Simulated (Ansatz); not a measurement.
in.yaml

```yaml
crystal:
  periodic: [false, false, false]
  atoms:
    - {symbol: O, position_ang: [-1.236010, -0.025232, 0.000000]}
    - {symbol: H, position_ang: [-1.485319, 0.901344, 0.000000]}
    - {symbol: H, position_ang: [-0.062010, -0.025232, 0.000000]}
    - {symbol: F, position_ang: [1.122990, -0.025232, 0.000000]}
basis:
  gaussian: {orbitals: cc-pVDZ}
magnetization: {spin_polarized: true, initial_magnetization: 1}
hamiltonian: {xc: {name: PBE0}}
output: {forces: true, orbitals: {seedname: orbitals}}
```

```sh
$ ansatz run in.yaml --threads 1 --pin off --events-out ev --progress --plain --max-ram 2393MiB
```

**Question.** Roughly how long does this take on 1 thread of Arm Neoverse V1, shared host, and how much host memory?

**Answer.** 4.1 s wall and 0.09 GiB.

```
345 factors; integrals over basis functions are off by at most 1.4e-3 eV
mean field evaluation 1: about -4786.6804 eV, gradient 2.4e1 eV
mean field evaluation 2: about -4778.1285 eV, gradient 5.3e1 eV
mean field evaluation 4: about -4788.5122 eV, gradient 1.1e0 eV
mean field evaluation 8: about -4788.5825 eV, gradient 4.2e-1 eV
mean field evaluation 16: about -4788.5831 eV, gradient 1.6e-4 eV
mean field evaluation 32: about -4788.6413 eV, gradient 2.1e-3 eV
mean field evaluation 64: about -4788.4248 eV, gradient 7.3e0 eV
mean field -4788.64133190 eV, -175.9793230895 hartree, gradient 6.2e-7 eV, S^2 0.759735; 8 other end points of the search recorded, 0 dependent functions left out
the calculation of the forces begins
reference -4788.64134178 eV, -175.9793234528 hartree; 10, 9 occupied and 28, 29 virtual orbitals, 345 factors
WARN: the results are in doubt because the forces break the atoms' symmetry
Total energy: -4788.64134178 eV, -175.9793234528 hartree
Atom 0 at    -1.236010    -0.025232     0.000000 Å, force     0.751011    -0.621324    -0.376166 eV/Å
Atom 1 at    -1.485319     0.901344     0.000000 Å, force    -0.210761     0.838946     0.000000 eV/Å
Atom 2 at    -0.062010    -0.025232     0.000000 Å, force     1.317719    -0.444930     0.748840 eV/Å
Atom 3 at     1.122990    -0.025232     0.000000 Å, force    -1.857969     0.227308    -0.372674 eV/Å
Dipole moment:    -0.469150     0.341799     0.027273 e Å
In doubt: the forces break the atoms' symmetry
```
